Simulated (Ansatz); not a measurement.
Species: N$_{2}$H$_{3}$, net charge -1, singlet state. It need not be the lowest isomer of its formula. Whether it binds its extra electron was not tested at this geometry. 
Structure (B3LYP-D3(BJ)/def2-TZVP (Ansatz, an electronic-structure program) minimum search):
```
N
H 1 1.0252
H 1 1.0252 2 102.70
N 1 1.5001 2 107.10 3 -112.62
H 4 1.0304 1 100.53 2 -125.21
```
Charge -1, spin multiplicity 1.

Basis-set convergence of Hartree-Fock and CCSD correlation energies (hartree) with Ansatz. Valence correlation only, unless marked. Spin-orbit coupling is left out. Non-relativistic.

| basis | functions | E(HF) | E(corr, CCSD) |
|---|---|---|---|
| def2-SVPD | 64 | -110.42834 | -0.40579 |
| def2-TZVPPD | 125 | -110.55822 | -0.47165 |
| def2-QZVPPD | 225 | -110.56448 | -0.49636 |

Extrapolating the two largest sets (X = 3 and 4) as X^-3: E(corr) = (64·(-0.49636) - 27·(-0.47165))/37 = -0.5144 Eh, an estimate of the basis-set limit. The largest set recovers 96.5 % of it, the smallest 78.9 %.
